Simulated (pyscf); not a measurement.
Four-centre exchange: BH₃ + HF → H₂B–F + H₂

Gas phase, singlet surface, charge 0. Bonds broken: B1–H2, F5–H6. Bonds formed: B1–F5, H2–H6. Structures and frequencies: ωB97X-D3(BJ)/def2-SVP in PySCF.

Transition state (Å):

```xyz
6

B      0.0049     0.8808     0.0067
H      0.8715    -0.0010     0.4774
H      0.5020     1.9761     0.0114
H     -1.0893     0.6445     0.4465
F      0.1746     0.1980    -1.4625
H      0.7594    -0.2079    -0.5661
```

One imaginary mode, 1173i cm⁻¹; descent along it reached the two sides named, in the forms told below.

```
bond   change  reactant side (Å)  saddle  product side
-----  ------  -----------------  ------  ------------
B1–H2  breaks              1.217   1.323           2.9
F5–H6  breaks              0.930   1.145           2.9
B1–F5   forms              1.960   1.629         1.324
H2–H6   forms              2.188   1.070         0.760
```

Electronic energies relative to the separated reactants (kcal/mol):

```csv
level,barrier,reaction energy,reverse barrier
ωB97X-D3(BJ)/def2-TZVP,7.7,-32.3,40.0
PBE/def2-TZVP,-0.9,-33.8,33.0
r²SCAN/def2-TZVP,1.7,-34.6,36.4
B3LYP-D3(BJ)/def2-TZVP,7.1,-33.6,40.8
PBE0-D3(BJ)/def2-TZVP,3.6,-32.1,35.7
M06-2X/def2-TZVP,7.7,-34.0,41.7
ωB97M-D3(BJ)/def2-TZVP,6.9,-32.7,39.6
HF/def2-TZVP,27.4,-30.3,57.7
```

With ωB97M-D3(BJ)/def2-TZVP energies and thermal terms (ideal gas, 1 atm, RRHO with modes under 100 cm⁻¹ raised to 100, one conformer, R ln 2 for chiral ones without a mode under 150 cm⁻¹), in kcal/mol:

```csv
T (K),ΔH‡,ΔG‡,ΔH,ΔG
298,7.0,15.9,-34.5,-33.8
600,6.1,25.3,-34.3,-33.2
900,6.0,34.9,-34.0,-32.8
1200,6.3,44.4,-33.7,-32.4
```

On the reactant side the descent ends in a complex, 4.2 kcal/mol under the separated species and 11.9 kcal/mol under the saddle at ωB97X-D3(BJ)/def2-TZVP. At PBE the saddle lies under the separated reactants, which points to a path from their complex (located at ωB97X-D3(BJ) alone). This is the saddle that the search found; another between the same sides may lie lower.
